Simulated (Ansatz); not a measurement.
Cost and result for the atomization energy of AlBFH$_{3}$ (`F[BH][AlH2]`) (6 atoms, 5 bonds).

```xyz
6

F    -0.884    1.457   -1.272
B    -0.134    0.383   -1.048
Al    0.141   -0.375    0.956
H     0.352   -0.098   -2.046
H    -0.836   -1.481    1.555
H     1.362    0.113    1.855
```

Charge 0, multiplicity 1. The structure was optimised at the PBE0-D4/def2-TZVP level. Program: Ansatz. All runs use 2 threads of an Arm Neoverse V1 on a shared host. Times are those of one run each, without the atoms' runs, and a repeat can differ threefold. Electronic energies, without spin–orbit coupling; frozen cores. CCSD(T)/CBS adds CCSD(T) − MP2 in def2-TZVPP to the MP2 limit, and its time is that of the two runs behind it. T1 = 0.014. HSE06 is the plane-wave form, built on full-range PBE exchange.

CCSD(T)/CBS is a level of theory with its own doubt, some kJ/mol a heavy atom from the limit and from the frozen cores, so smaller differences don't rank the functionals.

| level | functions | wall time |
| --- | --- | --- |
| CCSD(T)/def2-SVP | 61 | 0.6 s |
| PBE0-D4/def2-TZVPP | 146 | 1.3 s |
| BHLYP-D4/def2-TZVPP | 146 | 1.3 s |
| PBE-D4/def2-TZVPP (with forces) | 146 | 1.4 s |
| HSE06-D4/def2-TZVPP | 146 | 1.5 s |
| PBE-QIDH/def2-TZVPP | 146 | 2.2 s |
| r2SCANh-D4/def2-TZVPP | 146 | 2.4 s |
| r2SCAN-D4/def2-TZVPP (with forces) | 146 | 2.4 s |
| ωB97X-V/def2-TZVPP | 146 | 4.3 s |
| B97M-V/def2-TZVPP | 146 | 4.5 s |
| MP2/def2-QZVPP | 274 | 6 s |
| CCSD(T)/def2-TZVPP | 146 | 10 s |
| CCSD(T)/CBS(def2) | – | 16 s |

Question: What atomization energy does each give, and how far from CCSD(T)/CBS? (Estimate.)

Answer: Ansatz gave: 
```json
{"level": "CCSD(T)/def2-SVP", "atomization (kcal/mol)": "414.3", "difference from CCSD(T)/CBS": "-19.5", "per bond": "-3.9"}
{"level": "PBE0-D4/def2-TZVPP", "atomization (kcal/mol)": "430.3", "difference from CCSD(T)/CBS": "-3.5", "per bond": "-0.7"}
{"level": "BHLYP-D4/def2-TZVPP", "atomization (kcal/mol)": "425.8", "difference from CCSD(T)/CBS": "-8.0", "per bond": "-1.6"}
{"level": "PBE-D4/def2-TZVPP (with forces)", "atomization (kcal/mol)": "436.1", "difference from CCSD(T)/CBS": "2.3", "per bond": "0.5"}
{"level": "HSE06-D4/def2-TZVPP", "atomization (kcal/mol)": "430.6", "difference from CCSD(T)/CBS": "-3.2", "per bond": "-0.6"}
{"level": "PBE-QIDH/def2-TZVPP", "atomization (kcal/mol)": "429.8", "difference from CCSD(T)/CBS": "-4.0", "per bond": "-0.8"}
{"level": "r2SCANh-D4/def2-TZVPP", "atomization (kcal/mol)": "433.9", "difference from CCSD(T)/CBS": "0.1", "per bond": "0.0"}
{"level": "r2SCAN-D4/def2-TZVPP (with forces)", "atomization (kcal/mol)": "436.7", "difference from CCSD(T)/CBS": "2.9", "per bond": "0.6"}
{"level": "ωB97X-V/def2-TZVPP", "atomization (kcal/mol)": "437.1", "difference from CCSD(T)/CBS": "3.3", "per bond": "0.7"}
{"level": "B97M-V/def2-TZVPP", "atomization (kcal/mol)": "441.2", "difference from CCSD(T)/CBS": "7.4", "per bond": "1.5"}
{"level": "MP2/def2-QZVPP", "atomization (kcal/mol)": "436.4", "difference from CCSD(T)/CBS": "2.6", "per bond": "0.5"}
{"level": "CCSD(T)/def2-TZVPP", "atomization (kcal/mol)": "423.9", "difference from CCSD(T)/CBS": "-9.9", "per bond": "-2.0"}
{"level": "CCSD(T)/CBS(def2)", "atomization (kcal/mol)": "433.8", "difference from CCSD(T)/CBS": "0.0", "per bond": "0.0"}
```

From PBE to PBE0 (25 % exact exchange), in def2-TZVPP and without D4, the atomization energy moves by −5.5 kcal/mol: exact exchange takes away binding that semilocal exchange gives to molecules. At CCSD(T), def2-SVP lies −19.5 kcal/mol from the extrapolated value and def2-TZVPP −9.9 kcal/mol: correlation converges slowly with the basis, and small sets miss more of it in the bonded molecule than in its fragments. The D4 term adds +2.6 kcal/mol with B3LYP and +1.4 kcal/mol with PBE0; it sums over pairs of atoms, weighted by their polarisabilities, and B3LYP, whose exchange is more repulsive, gets the larger term.

B3LYP here is the variant with VWN-RPA as its local correlation; programs differ in this.
